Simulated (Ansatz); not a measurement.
Basis-set extrapolation for ethylene (`C=C`) (PBE0-D4/def2-TZVP geometry, frozen core, Ansatz 0.2.0). Multiplicity 1, RHF reference.

```
                     cc-pV(T+d)Z  cc-pV(Q+d)Z
                 HF   -78.064012   -78.069296
    MP2 correlation    -0.335147    -0.355859
CCSD(T) correlation    -0.374569    -0.392291
```

Energies in hartree. Use E(X) = E(∞) + A·exp(−5.46·√X) for Hartree–Fock and E(X) = E(∞) + B·X^(−3.05) for correlation, with X = 3 and 4.

**Question.** What is the CCSD(T) energy at the basis-set limit?

**Answer.** HF limit: -78.069296 + (-0.005284) × 0.30130 = -78.07089. Correlation limit: -0.392291 + (-0.017722) × 0.71189 = -0.40491. Total: -78.47580 hartree, 23.4 kcal/mol below CCSD(T)/cc-pV(T+d)Z.
